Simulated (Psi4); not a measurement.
# PO (Phosphorus monoxide): UHF/cc-pVTZ

What is the vertical ionisation energy of PO (Phosphorus monoxide) at UHF/cc-pVTZ? 

Program for the calculation: Psi4 1.11.

1 further run of the same task is left out (it didn't finish).

## Step 1: The molecule

The species is PO (2 atoms), meant as a doublet with charge 0. SMILES: `O=[P]`. Geometry: relaxed at PBE0-D4/def2-TZVP.

Bond lengths: O1–P2 1.474 Å.

## Step 2: A single-point energy at UHF/cc-pVTZ

op.xyz reads:

```xyz
2
OP
O      0.000000     0.000000    -0.009450
P      0.000000     0.000000     1.464540
```

run.py reads:

```python
import psi4

psi4.set_memory('2200 MB')
psi4.set_num_threads(1)
psi4.set_output_file('psi4.out', False)

with open('op.xyz') as f:
    atoms = ''.join(f.readlines()[2:])
molecule = psi4.geometry('0 2\n' + atoms + 'symmetry c1\nno_reorient\nno_com')

psi4.set_options({
    'reference': 'uhf',
    'puream': True,
    'e_convergence': 1e-09,
    'd_convergence': 1e-08,
    'scf_type': 'pk',
    'maxiter': 100,
})

E, wfn = psi4.energy('scf/cc-pVTZ', return_wfn=True)
psi4.oeprop(wfn, 'QUADRUPOLE', 'LOWDIN_CHARGES', 'MULLIKEN_CHARGES', title='SCF')
print(f'scf/cc-pVTZ energy: {E:.10f} Eh')
for k, v in sorted(psi4.core.scalar_variables().items()):
    print(f'{k:45s} {v:18.10f}')
```

The run is started by

```bash
$ python run.py
```

psi4.out:

```text
[...]
  Running in c1 symmetry.
[...]
  Nuclear repulsion =   43.081204947387704
[...]
  Multiplicity = 2
[...]
  Nalpha       = 12
  Nbeta        = 11
[...]
    Number of basis functions: 64
[...]
   @UHF iter   1:  -415.52563219390964   -6.78560e-01   7.25539e-03 ADIIS/DIIS
[...]
   @UHF iter  18:  -415.61950753829694   -1.59162e-12   3.70499e-09 DIIS
[...]
   @S^2 Observed:                7.709991734E-01
[...]
    Orbital Energies [Eh]
    ---------------------
    Alpha Occupied:
       1A    -80.024064     2A    -20.586943     3A     -7.563322
       4A     -5.464089     5A     -5.453556     6A     -5.451986
       7A     -1.362353     8A     -0.762586     9A     -0.604112
      10A     -0.554051    11A     -0.527922    12A     -0.335790
    Alpha Virtual:
      13A      0.013603    14A      0.160500    15A      0.350788
      16A      0.373357    17A      0.394451    18A      0.404920
      19A      0.405022    20A      0.452229    21A      0.534895
      22A      0.564104    23A      0.703568    24A      0.856640
      25A      0.869138    26A      0.953731    27A      1.421554
[...]
  @UHF Final Energy:  -415.61950753829694
   => Energetics <=
    Nuclear Repulsion Energy =             43.0812049473877039
    One-Electron Energy =                -660.6558098554976368
    Two-Electron Energy =                 201.9550973698129326
    Total Energy =                       -415.6195075382969435
  UHF NO Occupations:
  HONO-2 :   10  A 1.9967407
  HONO-1 :   11  A 1.9930883
[...]
 Multipole Moments:
 ------------------------------------------------------------------------------------
     Multipole            Electronic (a.u.)      Nuclear  (a.u.)        Total (a.u.)
 ------------------------------------------------------------------------------------
 L = 1.  Multiply by 2.5417464519 to convert [e a0] to [Debye]
 Dipole X            :          0.0000000            0.0000000            0.0000000
 Dipole Y            :          0.0000000            0.0000000            0.0000000
 Dipole Z            :        -40.3518587           41.3708292            1.0189705
 Magnitude           :                                                    1.0189705
 L = 2.  Multiply by 1.3450342976 to convert [e a0^2] to [Debye ang]
 Quadrupole XX       :        -12.1008539            0.0000000          -12.1008539
 Quadrupole XY       :          0.8324676            0.0000000            0.8324676
[...]
  Mulliken Charges: (a.u.)
   Center  Symbol    Alpha    Beta     Spin     Total
       1     O     4.32263  4.11885  0.20378 -0.44147
       2     P     7.67737  6.88115  0.79622  0.44147
   Total alpha = 12.00000, Total beta = 11.00000, Total charge =  0.00000
  Lowdin Charges: (a.u.)
   Center  Symbol    Alpha    Beta     Spin     Total
       1     O     4.18714  3.98472  0.20242 -0.17186
       2     P     7.81286  7.01528  0.79758  0.17186
  Total alpha = 12.00000, Total beta = 11.00000, Total charge =  0.00000
```

On the terminal:

```text
scf/cc-pVTZ energy: -415.6195075383 Eh
CURRENT ENERGY                                   -415.6195075383
CURRENT REFERENCE ENERGY                         -415.6195075383
DD SOLVATION ENERGY                                 0.0000000000
HF KINETIC ENERGY                                 415.4884333393
HF POTENTIAL ENERGY                              -831.1079408776
HF TOTAL ENERGY                                  -415.6195075383
HF VIRIAL RATIO                                     2.0003154702
NUCLEAR REPULSION ENERGY                           43.0812049474
ONE-ELECTRON ENERGY                              -660.6558098555
PCM POLARIZATION ENERGY                             0.0000000000
PE ENERGY                                           0.0000000000
SCF ITERATION ENERGY                             -415.6195075383
SCF ITERATIONS                                     18.0000000000
SCF TOTAL ENERGY                                 -415.6195075383
TWO-ELECTRON ENERGY                               201.9550973698
```

Run time: 2.5 s. Hardware: 1 thread of Intel Xeon 6975P-C (Granite Rapids), shared host; peak memory 0.42 GiB.

## Step 3: The singlet cation: energy and gradient at HF/cc-pVTZ

calc.inp reads:

```
memory 2200 mb

molecule molecule1 {
  1 1
  O      0.000000     0.000000    -0.009450
  P      0.000000     0.000000     1.464540
  symmetry c1
}

set basis cc-pVTZ
set reference rhf
set puream true
set e_convergence 1e-09
set d_convergence 1e-08
set scf_type pk

result, w = gradient('scf', return_wfn=True)
print_variables()
```

The run is started by

```bash
$ psi4 -n 1 calc.inp calc.out
```

calc.out:

```text
[...]
  Running in c1 symmetry.
[...]
  Nuclear repulsion =   43.081204947387704
[...]
  Multiplicity = 1
[...]
  Nalpha       = 11
  Nbeta        = 11
[...]
    Number of basis functions: 64
[...]
   @RHF iter   1:  -415.20377484358806   -3.56702e-01   7.18617e-03 DIIS/ADIIS
[...]
   @RHF iter  11:  -415.31134939174797   -2.27374e-13   1.01554e-09 DIIS
[...]
    Orbital Energies [Eh]
    ---------------------
    Doubly Occupied:
       1A    -80.416544     2A    -20.934991     3A     -7.947175
       4A     -5.836936     5A     -5.836936     6A     -5.835607
       7A     -1.672470     8A     -1.055285     9A     -0.858781
      10A     -0.841178    11A     -0.841178
[...]
  @RHF Final Energy:  -415.31134939174797
   => Energetics <=
    Nuclear Repulsion Energy =             43.0812049473877039
    One-Electron Energy =                -652.6309437044260449
    Two-Electron Energy =                 194.2383893652903453
    Total Energy =                       -415.3113493917479673
[...]
 Multipole Moments:
 ------------------------------------------------------------------------------------
     Multipole            Electronic (a.u.)      Nuclear  (a.u.)        Total (a.u.)
 ------------------------------------------------------------------------------------
 L = 1.  Multiply by 2.5417464519 to convert [e a0] to [Debye]
 Dipole X            :         -0.0000000            0.0000000           -0.0000000
 Dipole Y            :          0.0000000            0.0000000            0.0000000
 Dipole Z            :          2.1159293           -0.4665088            1.6494205
 Magnitude           :                                                    1.6494205
[...]
  -Total Gradient:
     Atom            X                  Y                   Z
    ------   -----------------  -----------------  -----------------
       1        0.000000000000     0.000000000000    -0.137156677947
       2       -0.000000000000    -0.000000000000     0.137156677947
[...]
```

Wall time 5.4 s (1 thread of Intel Xeon 6975P-C (Granite Rapids), shared host); peak memory 0.42 GiB.

## Step 4: Results

Level: UHF/cc-pVTZ.

| quantity | value |
| --- | --- |
| doublet PO: total energy | -415.61951 Eh |
| doublet PO: dipole moment | 2.59 D |
| doublet PO: HOMO energy (highest over α and β) | -9.14 eV |
| doublet PO: LUMO energy (lowest over α and β) | 0.37 eV |
| doublet PO: ⟨S²⟩ | 0.771 |
| singlet cation: total energy | -415.31135 Eh |
| singlet cation: HOMO energy | -22.89 eV |
| singlet cation: LUMO energy | -7.67 eV |
| singlet cation: HOMO–LUMO gap | 15.22 eV |
| singlet cation: largest force on an atom | 7.053 eV/Å |
| vertical ionisation energy (to the singlet cation) | 8.385 eV |

Removing an electron at fixed nuclei costs 8.39 eV (193 kcal/mol). Only the singlet of the ionised species was computed; a triplet could lie lower.
